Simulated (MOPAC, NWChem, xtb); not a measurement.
## How methods differ on SiH2S (SMILES [SiH]S)

The runs start from one conformer, not always the lowest.

SiH2S, singlet, SMILES `[SiH]S`. Each level relaxes the structure for itself.

Quantity: the zero-point energy at each level's own minimum, in kJ/mol. The values are calculated.

```json
{"level": "PM6-D3H4", "kind": "semi-empirical", "program": "MOPAC", "value (kJ/mol)": "39.7"}
{"level": "PM7", "kind": "semi-empirical", "program": "MOPAC", "value (kJ/mol)": "41.8"}
{"level": "GFN2-xTB", "kind": "semi-empirical", "program": "xtb", "value (kJ/mol)": "40.8"}
{"level": "GFN1-xTB", "kind": "semi-empirical", "program": "xtb", "value (kJ/mol)": "41.7"}
{"level": "SVWN5/MIDI!", "kind": "LDA", "program": "NWChem", "value (kJ/mol)": "43.5"}
{"level": "SVWN5/SBKJC-VDZ (core potential)", "kind": "LDA", "program": "NWChem", "value (kJ/mol)": "39.5"}
{"level": "SVWN5/jorge-DZP", "kind": "LDA", "program": "NWChem", "value (kJ/mol)": "42.5"}
{"level": "SVWN5/LANL2DZ (core potential)", "kind": "LDA", "program": "NWChem", "value (kJ/mol)": "40.7"}
{"level": "SVWN5/DGauss-DZVP", "kind": "LDA", "program": "NWChem", "value (kJ/mol)": "43.1"}
```

Harmonic and unscaled. The values span 39.5 to 43.5 kJ/mol. Without the sets that lack polarisation functions the rows with a basis span only 42.5 to 43.5 kJ/mol.
